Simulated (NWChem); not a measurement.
# One shape, several levels: Si2H6O (SMILES [SiH3]O[SiH3])

We compute a comparison of 3 runs (HF/STO-3G, PBE/cc-pVDZ, B3LYP/6-31G*) of Si2H6O. 

The calculation is run with NWChem 7.3.0.

1 further run of the same task is left out (set aside as unsound or not needed).

### 1 Starting point

The species is Si2H6O (9 atoms), meant as a singlet with charge 0. As SMILES, `[SiH3]O[SiH3]`. The coordinates come from a PBE0-D4/def2-TZVP relaxation.

Bond lengths: Si1–O2 1.634 Å, O2–Si3 1.634 Å, Si1–H4 1.487 Å, Si1–H5 1.483 Å, Si1–H6 1.487 Å, Si3–H7 1.483 Å, Si3–H8 1.486 Å, Si3–H9 1.487 Å. Some angles: Si1–O2–Si3 147.2°, O2–Si1–H4 110.2°, O2–Si1–H5 108.3°, O2–Si1–H6 110.2°, O2–Si3–H7 108.3°, O2–Si3–H8 110.2°, O2–Si3–H9 110.2°, H4–Si1–H5 109.6°, H4–Si1–H6 109.0°, H5–Si1–H6 109.6°.

### 2 Energy and forces at HF/STO-3G (run 1)

run.py reads:

```python
from ase import Atoms
from ase.calculators.nwchem import NWChem

mol = Atoms(['Si', 'O', 'Si', 'H', 'H', 'H', 'H', 'H', 'H'], positions=[
    [-0.710290, 1.052660, -0.919520],
    [0.425550, 0.090990, -0.245380],
    [0.775570, -1.038810, 0.881750],
    [-1.787270, 0.226580, -1.525660],
    [-0.060640, 1.872420, -1.970220],
    [-1.306170, 1.942760, 0.111330],
    [2.224270, -1.343130, 0.800010],
    [-0.009310, -2.275600, 0.628780],
    [0.448290, -0.527870, 2.238910],
])

calc = NWChem(
    label='a',
    theory='scf',
    memory='2200 mb',
    basis='STO-3G',
    basispar='spherical bse',
    scf={'nopen': '0', 'rhf': None, 'thresh': '1e-08', 'maxiter': '80', 'print': 'low'},
)
mol.calc = calc

forces = mol.get_forces()
e = mol.get_potential_energy()
print(f"E = {e:.6f} eV")
print("forces (eV/A):")
for s, f in zip(mol.symbols, forces):
    print(f"{s:2s} {f[0]:10.5f} {f[1]:10.5f} {f[2]:10.5f}")
```

Run with:

```
export ASE_NWCHEM_COMMAND="nwchem PREFIX.nwi > PREFIX.nwo"
python run.py
```

The log of the run:

```text
E = -17648.306848 eV
forces (eV/A):
Si   -0.81067    0.27752   -0.03209
O     0.40469    0.08891   -0.23104
Si   -0.25341   -0.50676    0.64416
H     1.09755    0.97069    0.61820
H    -0.71837   -0.86456    1.11781
H     0.56893   -0.90626   -1.17669
H    -1.55151    0.30735    0.10757
H     0.88101    1.27486    0.35671
H     0.38181   -0.64170   -1.40470
```

The calculator wrote a.nwi:

```
title "a"

permanent_dir a

scratch_dir a

start a

geometry units angstrom nocenter noautosym noautoz
  Si -7.1028999999999998e-01 1.0526599999999999e+00 -9.1952000000000000e-01
  O  4.2554999999999998e-01 9.0990000000000001e-02 -2.4537999999999999e-01
  Si 7.7556999999999998e-01 -1.0388100000000000e+00 8.8175000000000003e-01
  H  -1.7872699999999999e+00 2.2658000000000000e-01 -1.5256600000000000e+00
  H  -6.0639999999999999e-02 1.8724200000000000e+00 -1.9702200000000001e+00
  H  -1.3061700000000001e+00 1.9427600000000000e+00 1.1133000000000000e-01
  H  2.2242700000000002e+00 -1.3431299999999999e+00 8.0001000000000000e-01
  H  -9.3100000000000006e-03 -2.2755999999999998e+00 6.2878000000000001e-01
  H  4.4829000000000002e-01 -5.2786999999999995e-01 2.2389100000000002e+00
end

memory 2200 mb

basis spherical bse noprint
   * library STO-3G
end

scf
  nopen 0
  rhf
  thresh 1e-08
  maxiter 80
  print low
end

task scf gradient
```

a.nwo:

```text
Northwest Computational Chemistry Package (NWChem) 7.3.0
             --------------------------------------------------------

           Job information
           ---------------

    nwchem branch   = 7.3.0
    use scalapack   = T
    input           = a.nwi
    prefix          = a.
    data base       = a/a.db
    status          = startup
    nproc           =        1

           Memory information
           ------------------

    heap     =     72089600 doubles =      550.0 Mbytes
    stack    =     72089597 doubles =      550.0 Mbytes
    global   =    144179200 doubles =     1100.0 Mbytes (distinct from heap & stack)
    total    =    288358397 doubles =     2200.0 Mbytes
    verify   = yes
    hardfail = no

[... 37 lines left out ...]
            Nuclear Dipole moment (a.u.)
[... 72 lines left out ...]
       Final RHF  results
       ------------------

         Total SCF energy =   -648.563319502140
      One-electron energy =  -1220.868241946827
      Two-electron energy =    412.885881982885
 Nuclear repulsion energy =    159.419040461802

        Time for solution =      1.4s

                              NWChem Gradients Module
                              -----------------------

                         RHF ENERGY GRADIENTS

    atom               coordinates                        gradient
                 x          y          z           x          y          z
   1 Si     -1.342253   1.989239  -1.737641    0.015765  -0.005397   0.000624
   2 O       0.804173   0.171946  -0.463701   -0.007870  -0.001729   0.004493
   3 Si      1.465615  -1.963066   1.666266    0.004928   0.009855  -0.012527
[... 5 lines of this table left out ...]
   9 H       0.847145  -0.997530   4.230926   -0.007425   0.012479   0.027317

 Task  times  cpu:        1.7s     wall:        1.7s
 Total times  cpu:        1.7s     wall:        1.7s
```

Wall time 3 s (1 thread of AMD EPYC 7B13 (Zen 3), shared host); peak memory 0.097 GiB.

### 3 Energy and gradient at PBE/cc-pVDZ (run 2)

run.py reads:

```python
from ase import Atoms
from ase.calculators.nwchem import NWChem

system = Atoms(['Si', 'O', 'Si', 'H', 'H', 'H', 'H', 'H', 'H'], positions=[
    [-0.710290, 1.052660, -0.919520],
    [0.425550, 0.090990, -0.245380],
    [0.775570, -1.038810, 0.881750],
    [-1.787270, 0.226580, -1.525660],
    [-0.060640, 1.872420, -1.970220],
    [-1.306170, 1.942760, 0.111330],
    [2.224270, -1.343130, 0.800010],
    [-0.009310, -2.275600, 0.628780],
    [0.448290, -0.527870, 2.238910],
])

calc = NWChem(
    label='sp',
    theory='dft',
    memory='2200 mb',
    basis='cc-pVDZ',
    basispar='spherical bse',
    dft={'xc': 'xpbe96 cpbe96', 'mult': '1', 'grid': 'xfine', 'convergence': 'energy 1e-08', 'iterations': '100', 'mulliken': None, 'print': 'low'},
)
system.calc = calc

forces = system.get_forces()
e = system.get_potential_energy()
print(f"E = {e:.6f} eV")
print("forces (eV/A):")
for s, f in zip(system.symbols, forces):
    print(f"{s:2s} {f[0]:10.5f} {f[1]:10.5f} {f[2]:10.5f}")
```

Run with:

```
export ASE_NWCHEM_COMMAND="nwchem PREFIX.nwi > PREFIX.nwo"
python run.py
```

The log of the run:

```text
E = -17890.226117 eV
forces (eV/A):
Si   -1.00633    0.81658   -0.55957
O     0.94653    0.20368   -0.54471
Si    0.26719   -0.97594    0.98473
H    -0.33070   -0.22559   -0.19350
H     0.19124    0.23988   -0.30807
H    -0.18934    0.28046    0.28868
H     0.42485   -0.08881   -0.02479
H    -0.21926   -0.38243   -0.05872
H    -0.08418    0.13221    0.41595
```

The calculator wrote sp.nwi:

```
title "sp"

permanent_dir sp

scratch_dir sp

start sp

geometry units angstrom nocenter noautosym noautoz
  Si -7.1028999999999998e-01 1.0526599999999999e+00 -9.1952000000000000e-01
  O  4.2554999999999998e-01 9.0990000000000001e-02 -2.4537999999999999e-01
  Si 7.7556999999999998e-01 -1.0388100000000000e+00 8.8175000000000003e-01
  H  -1.7872699999999999e+00 2.2658000000000000e-01 -1.5256600000000000e+00
  H  -6.0639999999999999e-02 1.8724200000000000e+00 -1.9702200000000001e+00
  H  -1.3061700000000001e+00 1.9427600000000000e+00 1.1133000000000000e-01
  H  2.2242700000000002e+00 -1.3431299999999999e+00 8.0001000000000000e-01
  H  -9.3100000000000006e-03 -2.2755999999999998e+00 6.2878000000000001e-01
  H  4.4829000000000002e-01 -5.2786999999999995e-01 2.2389100000000002e+00
end

memory 2200 mb

basis spherical bse noprint
   * library cc-pVDZ
end

dft
  xc xpbe96 cpbe96
  mult 1
  grid xfine
  convergence energy 1e-08
  iterations 100
  mulliken
  print low
end

task dft gradient
```

sp.nwo:

```text
Northwest Computational Chemistry Package (NWChem) 7.3.0
             --------------------------------------------------------

           Job information
           ---------------

    nwchem branch   = 7.3.0
    use scalapack   = T
    input           = sp.nwi
    prefix          = sp.
    data base       = sp/sp.db
    status          = startup
    nproc           =        1

           Memory information
           ------------------

    heap     =     72089600 doubles =      550.0 Mbytes
    stack    =     72089597 doubles =      550.0 Mbytes
    global   =    144179200 doubles =     1100.0 Mbytes (distinct from heap & stack)
    total    =    288358397 doubles =     2200.0 Mbytes
    verify   = yes
    hardfail = no

[... 37 lines left out ...]
            Nuclear Dipole moment (a.u.)
[... 78 lines left out ...]
   convergence    iter        energy       DeltaE   RMS-Dens  Diis-err    time
[... 11 lines left out ...]
         Total DFT energy =     -657.453688711326
      One electron energy =    -1226.641981977311
           Coulomb energy =      462.079140869742
    Exchange-Corr. energy =      -52.309888065559
 Nuclear repulsion energy =      159.419040461802
[... 21 lines left out ...]
    Atom       Charge   Shell Charges
 -----------   ------   -------------------------------------------------------
    1 Si  14    13.72   2.00  1.81  0.68  0.43  5.92  1.40  0.94  0.55
    2 O    8     8.15   1.92  0.80  0.66  2.75  2.02  0.01
    3 Si  14    13.72   2.00  1.81  0.68  0.43  5.92  1.40  0.94  0.55
[... 5 lines of this table left out ...]
    9 H    1     1.07   0.62  0.42  0.03

                         DFT ENERGY GRADIENTS

    atom               coordinates                        gradient
                 x          y          z           x          y          z
   1 Si     -1.342253   1.989239  -1.737641    0.019570  -0.015880   0.010882
   2 O       0.804173   0.171946  -0.463701   -0.018407  -0.003961   0.010593
   3 Si      1.465615  -1.963066   1.666266   -0.005196   0.018979  -0.019150
[... 5 lines of this table left out ...]
   9 H       0.847145  -0.997530   4.230926    0.001637  -0.002571  -0.008089

 Task  times  cpu:       51.2s     wall:       51.2s
 Total times  cpu:       51.2s     wall:       51.2s
```

Wall time 53 s (1 thread of AMD EPYC 7B13 (Zen 3), shared host); peak memory 0.14 GiB.

### 4 Energy and gradient at B3LYP/6-31G(d) (spherical functions) (run 3)

run.py reads:

```python
from ase import Atoms
from ase.calculators.nwchem import NWChem

mol = Atoms(['Si', 'O', 'Si', 'H', 'H', 'H', 'H', 'H', 'H'], positions=[
    [-0.710290, 1.052660, -0.919520],
    [0.425550, 0.090990, -0.245380],
    [0.775570, -1.038810, 0.881750],
    [-1.787270, 0.226580, -1.525660],
    [-0.060640, 1.872420, -1.970220],
    [-1.306170, 1.942760, 0.111330],
    [2.224270, -1.343130, 0.800010],
    [-0.009310, -2.275600, 0.628780],
    [0.448290, -0.527870, 2.238910],
])

calc = NWChem(
    label='h6osi2',
    theory='dft',
    memory='2200 mb',
    basis='6-31G*',
    basispar='spherical bse',
    dft={'xc': 'b3lyp', 'mult': '1', 'grid': 'xfine', 'convergence': 'energy 1e-08', 'iterations': '100', 'mulliken': None},
)
mol.calc = calc

forces = mol.get_forces()
print("Total energy (eV):", round(mol.get_potential_energy(), 6))
print("forces (eV/A):")
for s, f in zip(mol.symbols, forces):
    print(f"{s:2s} {f[0]:10.5f} {f[1]:10.5f} {f[2]:10.5f}")
print("dipole (e A):", mol.get_dipole_moment().round(4))
```

Run with:

```
export ASE_NWCHEM_COMMAND="nwchem PREFIX.nwi > PREFIX.nwo"
python run.py
```

The log of the run:

```text
Total energy (eV): -17901.724746
forces (eV/A):
Si   -0.30848    0.30005   -0.22713
O     0.26662    0.05831   -0.15262
Si    0.14367   -0.33625    0.32144
H    -0.05708    0.02227   -0.03481
H    -0.02982    0.03780   -0.03111
H    -0.04962    0.04957   -0.00859
H     0.02437   -0.03862    0.03466
H     0.00159   -0.06042    0.03636
H     0.00879   -0.03265    0.06186
dipole (e A): [-0.0731 -0.0155  0.0423]
```

The calculator wrote h6osi2.nwi:

```
title "h6osi2"

permanent_dir h6osi2

scratch_dir h6osi2

start h6osi2

geometry units angstrom nocenter noautosym noautoz
  Si -7.1028999999999998e-01 1.0526599999999999e+00 -9.1952000000000000e-01
  O  4.2554999999999998e-01 9.0990000000000001e-02 -2.4537999999999999e-01
  Si 7.7556999999999998e-01 -1.0388100000000000e+00 8.8175000000000003e-01
  H  -1.7872699999999999e+00 2.2658000000000000e-01 -1.5256600000000000e+00
  H  -6.0639999999999999e-02 1.8724200000000000e+00 -1.9702200000000001e+00
  H  -1.3061700000000001e+00 1.9427600000000000e+00 1.1133000000000000e-01
  H  2.2242700000000002e+00 -1.3431299999999999e+00 8.0001000000000000e-01
  H  -9.3100000000000006e-03 -2.2755999999999998e+00 6.2878000000000001e-01
  H  4.4829000000000002e-01 -5.2786999999999995e-01 2.2389100000000002e+00
end

memory 2200 mb

basis spherical bse noprint
   * library 6-31G*
end

dft
  xc b3lyp
  mult 1
  grid xfine
  convergence energy 1e-08
  iterations 100
  mulliken
end

task dft gradient
```

h6osi2.nwo:

```text
Northwest Computational Chemistry Package (NWChem) 7.3.0
             --------------------------------------------------------

           Job information
           ---------------

    nwchem branch   = 7.3.0
    use scalapack   = T
    input           = h6osi2.nwi
    prefix          = h6osi2.
    data base       = h6osi2/h6osi2.db
    status          = startup
    nproc           =        1

           Memory information
           ------------------

    heap     =     72089600 doubles =      550.0 Mbytes
    stack    =     72089597 doubles =      550.0 Mbytes
    global   =    144179200 doubles =     1100.0 Mbytes (distinct from heap & stack)
    total    =    288358397 doubles =     2200.0 Mbytes
    verify   = yes
    hardfail = no

[... 106 lines left out ...]
  convergence criterion.
[... 40 lines left out ...]
          Spatial weights used:  Erf1
[... 81 lines left out ...]
         Total DFT energy =     -657.876255541022
[... 3 lines left out ...]
 Nuclear repulsion energy =      159.419040461802
[... 510 lines left out ...]
          Convergence on gradient requested:  5.00D-04
[... 27 lines left out ...]
          total energy or number of iterations.
[... 26 lines left out ...]
                         DFT ENERGY GRADIENTS

    atom               coordinates                        gradient
                 x          y          z           x          y          z
   1 Si     -1.342253   1.989239  -1.737641    0.005999  -0.005835   0.004417
   2 O       0.804173   0.171946  -0.463701   -0.005185  -0.001134   0.002968
   3 Si      1.465615  -1.963066   1.666266   -0.002794   0.006539  -0.006251
[... 5 lines of this table left out ...]
   9 H       0.847145  -0.997530   4.230926   -0.000171   0.000635  -0.001203

                 ----------------------------------------
                 |  Time  |  1-e(secs)   |  2-e(secs)   |
                 ----------------------------------------
                 |  CPU   |       0.01   |       1.76   |
                 ----------------------------------------
                 |  WALL  |       0.01   |       1.76   |
                 ----------------------------------------

 Task  times  cpu:       24.0s     wall:       24.0s
 Total times  cpu:       24.1s     wall:       24.1s
```

Wall time 26 s (1 thread of AMD EPYC 7B13 (Zen 3), shared host); peak memory 0.14 GiB.

### 5 Overview of the runs

```tsv
run	level	iteration cap	module	energy (Eh)	largest force (eV/Å)	wall time
1	HF/STO-3G	80	scf	-648.563320	1.591	3 s
2	PBE/cc-pVDZ	100	dft	-657.453689	1.412	53 s
3	B3LYP/6-31G* (spherical functions)	100	dft	-657.876256	0.487	26 s
```

### 6 Results

| quantity | value |
| --- | --- |
| run 3: total energy | -657.87626 Eh |
| run 3: dipole moment | 0.41 D |
| run 3: HOMO energy | -8.31 eV |
| run 3: LUMO energy | 0.04 eV |
| run 3: HOMO–LUMO gap | 8.35 eV |
| run 3: largest force on an atom | 0.487 eV/Å |

Totals of different functionals can't be ranked against each other. In run 1 the basis is minimal, so the values are rough. All runs together took 81 s, the longest 53 s.
